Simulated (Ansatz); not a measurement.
A made-up structure of LiAlNH2, doublet:

```tsv
atom	x (Å)	y (Å)	z (Å)
Li1	-1.6803	-0.7304	1.0300
N2	-0.3016	-0.6817	-0.0694
Al3	0.3000	0.9372	0.1889
H4	-2.7557	-1.1521	2.1226
H5	1.5268	1.7766	-0.4219
```

It is relaxed with PBE-D4/def2-SVP and then PBE0-D4/def2-TZVP (Ansatz 0.2.0). Atoms count as bonded within 1.22 times the sum of their covalent radii (H–H: 0.88 Å). The end point is not checked to be a true minimum.

Q: Does its bonding change? (Judge from chemistry; the calculation decides.)

A: By the calculation: Yes. Formed: N2–H4; broken: Li1–H4.

Where it ends: The first stage lowers the energy by 3.80 eV in 25 steps. It ends as LiAlNH₂ ([Li]1[NH][AlH]1):
```xyz
5
angstrom
Li -1.6855 -1.6630 -0.0085
N -1.1260 -0.3012 0.9633
Al 0.1222 0.3721 -0.0553
H -1.3413 0.1185 1.8596
H 1.1198 1.6230 0.0910
```

Labels in which every atom is bracketed show which atoms are joined, not bond orders.

For scale, one of the runs: PBE0-D4/def2-TZVP relaxation, 94 basis functions, launched by `ansatz run in.yaml --threads 2 --pin off --events-out ev --progress --plain --max-ram 4352MiB`. Hardware: 2 CPU threads of an Intel Xeon Platinum 8559C, shared host. Wall time about 12 s.
